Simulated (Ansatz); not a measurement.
Working through vertical spin-state energies of C4H5Cl, SMILES ClC1=CCC1

Program: Ansatz's Python interface.

`c4h5cl.xyz`
```text
10

Cl   -1.13790    0.54120    2.52700
C    -0.44020    0.13330    0.97820
C     0.09980   -0.99550    0.51510
C     0.52830   -0.40710   -0.83170
C    -0.19430    0.87460   -0.33500
H     0.30210   -1.95760    0.97040
H     1.54510   -0.32400   -1.06800
H    -0.02010   -0.85930   -1.68720
H     0.48960    1.75450   -0.21930
H    -1.08930    1.18860   -0.84660
```

Run as a notebook:

**Cell 1**
```python
from dataclasses import dataclass

import ansatz as az
```

**Cell 2**
```python
@dataclass
class Settings:
    basis: str = 'def2-TZVP'
    xc: str = 'r2scan'
```

**Cell 3**
```python
opts = Settings()
```

**Cell 4**
```python
molecule = az.Crystal.molecule_from_extxyz('c4h5cl.xyz')
```

**Cell 5**
```python
setup = (
    molecule.calculation()
    .basis(gaussian=opts.basis)
    .functional(opts.xc)
    .accuracy('high')
    .scf(lower_state_search='standard')
)
found = {}
for unpaired in [0, 2]:
    r = setup.spin('collinear', total=unpaired).run().report
    s = unpaired / 2
    found[unpaired] = r['free_energy_ev']
    print(f'2S+1 = {unpaired + 1}: E = {found[unpaired]:.5f} eV, <S^2> = {abs(r["mean_field"]["state"]["spin_squared"]):.3f} (pure state {s * (s + 1):.2f})')
lowest = min(found, key=found.get)
for unpaired, e in found.items():
    print(f'multiplicity {unpaired + 1}: {96.485332 * (e - found[lowest]):.1f} kJ/mol above the lowest')
```
Output:
```text
2S+1 = 1: E = -16748.98088 eV, <S^2> = 0.000 (pure state 0.00)
2S+1 = 3: E = -16745.03862 eV, <S^2> = 2.014 (pure state 2.00)
multiplicity 1: 0.0 kJ/mol above the lowest
multiplicity 3: 380.4 kJ/mol above the lowest
```

In order: multiplicity 1 (+0.00 eV) and multiplicity 3 (+3.94 eV), all at the one geometry.

Caveats:
- The settings weren't tested for convergence.
- The geometry is a force-field or estimated start, not a minimum of this method, and the basis set is short of its limit. All parts are taken at fixed geometry, without zero-point energy.
- Finished in 57 s on 1 thread of Intel(R) Xeon(R) 6975P-C (Granite Rapids), on a shared host, peak memory 1.2 GiB.
